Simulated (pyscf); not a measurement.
## Routes from SnH₄ + hydrogen chloride (HCl)

Candidate steps break at most two bonds and form at most two. Each was searched with GFN2-xTB (tblite) first. Structures and frequencies: ωB97X-D3(BJ)/def2-SVP in PySCF. Energies: ωB97M-D3(BJ)/def2-TZVP, kcal/mol, from the separated reactants, singlet surface; ΔG‡ with ideal gas, 1 atm, RRHO with modes under 100 cm⁻¹ raised to 100, one conformer, R ln 2 for chiral ones without a mode under 150 cm⁻¹.

```json
[
 {"products": "Cl–SnH₃ + H₂", "type": "four-centre exchange", "ΔE‡": "30.0", "ΔE": "-16.1", "ΔG‡ 298 K": "37.3", "ΔG‡ 900 K": "53.2", "ν‡ (cm⁻¹)": "1141i"},
 {"products": "SnH₂ [singlet] + H₂ + HCl", "type": "multi-bond step", "ΔE‡": "45.6", "ΔE": "+22.8", "ΔG‡ 298 K": "51.9", "ΔG‡ 900 K": "67.2", "ν‡ (cm⁻¹)": "1276i"}
]
```

Row 2: On the product side the descent ends in a complex, 7.8 kcal/mol under the separated species and 27.0 kcal/mol under the saddle at ωB97X-D3(BJ)/def2-TZVP. 

Plain bond fissions and candidates not yet searched are not listed, and one of them may be faster. Each barrier is that of the saddle found; lower ones may exist. Elements past Kr carry the def2 core potentials, without spin-orbit coupling.
